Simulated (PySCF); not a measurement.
## SiH: energy against distance

Set-up: basis Si def2-TZVP, H def2-TZVP; no relativity; PySCF 2.14. Energies in eV from Si + H in their ground configurations at the same level. All curves are PBE0. state 1: ²Π (doublet), unpaired electrons π ↑; state 2: ⁴Σ⁻ (quartet), unpaired electrons σ ↑, π ↑↑, a second solution, started from another occupation.

```tsv
R (Å)	state 1	state 2
1.318	-2.627	-1.179
1.380	-2.878	-1.386
1.441	-3.023	-1.492
1.487	-3.076	-1.519
1.533	-3.092	-1.513
1.579	-3.077	-1.479
1.640	-3.018	-1.403
1.717	-2.898	-1.274
1.809	-2.706	-1.096
1.932	-2.402	-0.857
```

**Question.** Put a parabola through the three lowest points of the state 1 curve and estimate Re, k and ωe (reduced mass 0.9728 u; 1 eV/Å² = 0.16022 mdyn/Å; ωe = 1302.8·√(k/μ) cm⁻¹).

**Answer.** Through R = 1.487, 1.533, 1.579 Å the second-order coefficient is 7.33 eV/Å², so Re ≈ 1.534 Å, k ≈ 2.35 mdyn/Å and ωe ≈ 2024 cm⁻¹. A polynomial fit of higher order to the unrounded PBE0 energies gives Re = 1.532 Å, k = 2.35 mdyn/Å, ωe = 2025 cm⁻¹; anharmonicity and rounding make the difference.

The higher-order fit for each curve: state 1: Re = 1.532 Å, ωe = 2025 cm⁻¹, De = 3.09 eV; state 2: Re = 1.500 Å, ωe = 2061 cm⁻¹, minimum 1.52 eV below the ground-state fragments.

The state was picked by a PBE0 search and need not be the measured ground state.
